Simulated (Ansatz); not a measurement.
## OsCl: from a trial structure to a relaxed crystal

All numbers below come from DFT PBE, scalar-relativistic, plane waves, PAW in Ansatz 0.2.0. Cutoff 420 eV, Γ-centred k mesh, Gaussian smearing, no spin polarisation in the final step.

The start puts OsCl on the caesium chloride structure type (Pm-3m, No. 221), with Os in place of Cs, at a guessed volume.

```yaml
crystal:
  lattice:
    - [3.42742, 0.00000, 0.00000]
    - [0.00000, 3.42742, 0.00000]
    - [0.00000, 0.00000, 3.42742]
  atoms:
    - { symbol: Os, position: [0.00000, 0.00000, 0.00000] }
    - { symbol: Cl, position: [0.50000, 0.50000, 0.50000] }
```

Cell and atoms relax at zero pressure; the relaxation can't lower the symmetry of the start. After a coarse first stage the cell is made exact in the group found at 0.06 Å.

Energies over the elements count from the elements' standard structures at the same level (Cl₂ as a molecule), with no empirical corrections.

(1) What does it relax into?

(2) What are its volume, energy, density and gap?

Results:

(1) It keeps Pm-3m (No. 221). The result has the caesium chloride structure. Conventional cell: a = 3.086 Å. Os is coordinated by 8 Cl at 2.67 Å and 6 Os at 3.09 Å; Cl has 8 Os at 2.67 Å and 6 Cl at 3.09 Å.

```cif
data_structure
_symmetry_space_group_name_H-M 'Pm-3m'
_symmetry_Int_Tables_number 221
_cell_length_a 3.0862
_cell_length_b 3.0862
_cell_length_c 3.0862
_cell_angle_alpha 90.000
_cell_angle_beta 90.000
_cell_angle_gamma 90.000
_cell_volume 29.39
loop_
_atom_site_label
_atom_site_type_symbol
_atom_site_symmetry_multiplicity
_atom_site_Wyckoff_symbol
_atom_site_fract_x
_atom_site_fract_y
_atom_site_fract_z
_atom_site_occupancy
Os1 Os 1 a 0.00000 0.00000 0.00000 1
Cl1 Cl 1 b 0.50000 0.50000 0.50000 1
```

(2) The volume per atom is 14.70 Å³. The density is 12.75 g/cm³, the energy over the elements is 1.79 eV/atom and the gap on the 18×18×18 mesh is 0 eV (a metal).

The final run used a 18×18×18 mesh on its 2-atom cell and 0.10 eV smearing. The k mesh leaves about 4 meV/atom of noise in metals. Spin–orbit coupling is left out. Symmetry constrained the relaxation, so the result can be a saddle point. The steps took roughly 50 core-seconds in all.

Cost: 3 runs of about 0.77 core-minutes in all, on Arm Neoverse V1 (shared hosts).